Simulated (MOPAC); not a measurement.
MOPAC input (PM6):

```
PM6 FORCE THERMO(298,298) PRECISE LET CHARGE=1 GEO-OK AUX(PRECISION=9) THREADS=1
C2H5O2

C    -1.13093155 1   -0.24131967 1   -0.12181707 1
O    -0.72625894 1   -1.31488579 1   -0.00725905 1
O     0.06756321 1    0.89108000 1    0.12130129 1
H    -1.92033112 1    0.46859937 1   -0.36467583 1
C     1.45751507 1    0.37972743 1    0.01637519 1
H     2.11732993 1    1.19894597 1    0.34159856 1
H     1.58127178 1   -0.52161477 1    0.62924301 1
H     1.59348733 1    0.17823656 1   -1.05780774 1
H    -0.03083940 1    1.33936890 1    1.03751488 1
```

Which zero-point energy does it print?

38.70 kcal/mol, from the harmonic wavenumbers of PM6.
